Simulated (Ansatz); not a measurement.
Two isomers of C3H6N2O: A = `COCN=C=N`, B = `N/C=C(\N)C=O`.

Program: Ansatz. Geometries: PBE0-D4/def2-TZVP. ΔE: electronic, gas phase. CCSD(T)/CBS is the MP2 limit (def2-TZVPP, def2-QZVPP) plus CCSD(T) − MP2 in def2-TZVPP, frozen cores. Functionals use def2-TZVPP. B3LYP here is the variant with VWN-RPA as its local correlation; programs differ in this. Each species was taken in one conformer, which may not be the lowest.

(1) Which is lower in electronic energy at CCSD(T)/CBS, and by how much? (An estimate is asked.)

(2) Give E(B) − E(A) in kcal/mol with B2PLYP, B3LYP-D4, PBE-D4, CCSD(T)/def2-TZVPP, HF/def2-TZVPP, PBE0-D4, MP2/def2-TZVPP. (Estimate.)

Largest T1 diagnostic: 0.016.

Results:

(1) Ansatz gave: B, by 18.4 kcal/mol.

(2) Ansatz gave: B2PLYP -17.0, B3LYP-D4 -18.0, PBE-D4 -19.2, CCSD(T)/def2-TZVPP -16.6, HF/def2-TZVPP -15.8, PBE0-D4 -19.7, MP2/def2-TZVPP -16.9. None reverses the order clearly.

In def2-TZVPP, CCSD(T) changes the Hartree–Fock value by −0.9 kcal/mol (the triples alone add +0.1 kcal/mol) and MP2 by −1.2 kcal/mol.
